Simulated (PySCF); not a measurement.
Unknown compound

The spectra below were simulated for a compound C$_{5}$H$_{11}$F.

¹H NMR (400 MHz, computed): δ 4.44 (dqd, J = 55.5, 7.2, 1.7 Hz, 1H), 1.43 (d of sept of d, J = 28.1, 7.7, 1.7 Hz, 1H), 1.20 (dd, J = 23.0, 7.2 Hz, 3H), 1.06 (dd, J = 7.8, 1.0 Hz, 3H), 0.92 (d, J = 7.6 Hz, 3H).

¹³C{¹H} NMR (computed): δ 96.0 (CH, d, J = 227.1 Hz), 38.0 (CH, d, J = 21.0 Hz), 22.8 (CH3, d, J = 3.1 Hz), 21.0 (CH3, d, J = 22.9 Hz), 15.0 (CH3, d, J = 4.0 Hz).

[PySCF 2.14.0 with density-fitted response routines: B3LYP/pcJ-1 coupling constants (spin–dipole term only in couplings to heteroatoms); coordinates at the PBE0-D3(BJ)/def2-SVP level; B97-2/pcSseg-2 with gauge-including orbitals; one averaged value for each set of equivalent atoms; gas phase; relativity neglected; one conformer]

Chemical shifts δ = σref − σ; ¹H and ¹³C against TMS, all at this level.

Propose a structure and justify it.

Results:


Rings plus π bonds: 0. 5 carbon signals for 5 carbons: no two carbons are equivalent. Carbon types of the structure: 2 × CH, 3 × CH3, which accounts for all hydrogens. δC 96.0: sp3 CH bonded to F; pulled downfield by the heteroatom. δC 38.0: sp3 CH; saturated and bonded to C and H only. δC 22.8, 21.0, 15.0: methyl carbon; aliphatic region, no heteroatom directly attached. δH 4.44: hydrogen on an sp3 CH bonded to F; its carbon carries F, an electronegative neighbour. δH 1.43: hydrogen on an sp3 CH. δH 1.20, 1.06, 0.92: hydrogen on a methyl carbon. The protons at 1.06 and 1.43 share a coupling of 7.8 Hz (vicinal). The protons at 1.43 and 0.92 share a coupling of 7.6 Hz (vicinal). The protons at 4.44 and 1.20 share a coupling of 7.2 Hz (vicinal).

These data were computed for SMILES CC(C)[C@@H](C)F.

The shifts were computed for this structure.

Common functionals overestimate the size of one-bond C–F couplings by tens of Hz; these are unscaled. Splittings below 1 Hz are ignored in the labels, and close J values are merged. Unscaled 3J(H,H) at this level run about 10 % above measured values. Shifts are as computed. Against solution values, carbons near 30 ppm lie about +4 ppm off and those near 130 ppm about +7 ppm. Of 1211 compounds with measured shifts, 218 miss one by over three times the rms of a fit or turn the order of signals round; such compounds aren't used in these exercises. Only one conformer was computed, so three-bond couplings in flexible chains and rings are approximate.
